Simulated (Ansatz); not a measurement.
# SiO2+ (doublet): from Hartree-Fock to the top rungs, cc-pVDZ

Aim: climb from Hartree-Fock through coupled cluster for SiO2+ (doublet) at one geometry and basis, and see what each rung misses.

Computed with Ansatz 0.2.0, Gaussian basis. Level: cc-pVDZ, core rule «outside noble gas», up to 7 orbitals frozen.

Plan: UHF; CCSD(T) on ROHF; CCSD(T) on UHF; BCCD(T) on ROHF; CISD as a restricted active space (open shells left free, so some higher excitations enter); CCSDT(Q) on ROHF; CCSDT(Q) on UHF.

35 further runs of the same task are left out: 12 for a known fault of the program, 7 that didn't finish, 16 set aside as unsound or not needed. Runs told in other sessions of the task aren't counted.

**1. The system**

The geometry is a PBE0/def2-TZVP stationary point (not a proven minimum) of the parent state, kept for this charge and spin.

3 atoms, charge 1, spin multiplicity 2.

Atoms are counted from 1 here; the program's logs count them from 0.

Bond lengths: O1–O2 1.343 Å, O2–Si3 1.710 Å. Angles: O1–O2–Si3 113.5°.

**2. UHF**

Input file in.yaml:

```yaml
crystal:
  periodic: [false, false, false]
  atoms:
    - {symbol: O, position_ang: [0.000000, -0.345870, 1.455845]}
    - {symbol: O, position_ang: [0.000000, 0.564635, 0.468388]}
    - {symbol: Si, position_ang: [0.000000, -0.124623, -1.096174]}
basis:
  gaussian: {orbitals: cc-pVDZ}
total_charge: 1
magnetization: {spin_polarized: true, initial_magnetization: 1}
hamiltonian: {xc: hf}
output: {orbitals: {seedname: orbitals}}
```

Started as:

```console
> ansatz run in.yaml --threads 1 --pin off --events-out ev --progress --plain --max-ram 2393MiB
```

After this run come: CCSD(T) on ROHF; CCSD(T) on UHF; BCCD(T) on ROHF; CISD as a restricted active space (open shells left free, so some higher excitations enter); CCSDT(Q) on ROHF; CCSDT(Q) on UHF.

**Question.** What will the summary of the whole plan be? Wanted: UCCSDT(Q) from the RHF energy; RMP2 from UCCSDT(Q); UMP2 from UCCSDT(Q); RCCSD from UCCSDT(Q); RCCSD(T) from UCCSDT(Q); UCCSD(T) from UCCSDT(Q); RCCSDT(Q) from UCCSDT(Q); T1 diagnostic.

**Answer**, as computed:

```
                         quantity        value
    UCCSDT(Q) from the ROHF energy  -11.8752 eV
              RMP2 from UCCSDT(Q)  +1161.4 meV
              UMP2 from UCCSDT(Q)  +1178.5 meV
             RCCSD from UCCSDT(Q)   +444.7 meV
          RCCSD(T) from UCCSDT(Q)    +83.6 meV
          UCCSD(T) from UCCSDT(Q)    +83.9 meV
         RCCSDT(Q) from UCCSDT(Q)     +7.8 meV
levels within 1 kcal/mol (43 meV)    RCCSDT(Q)
                    T1 diagnostic        0.033
```

RCCSD(T) lands +83.6 meV from the yardstick (0.7 % of the correlation energy). These misses are within one basis, not against nature; the frozen cores of restricted and unrestricted runs differ, which can shift their rows.

With open shells the CI space here admits some higher excitations, so it is larger than plain CISD.
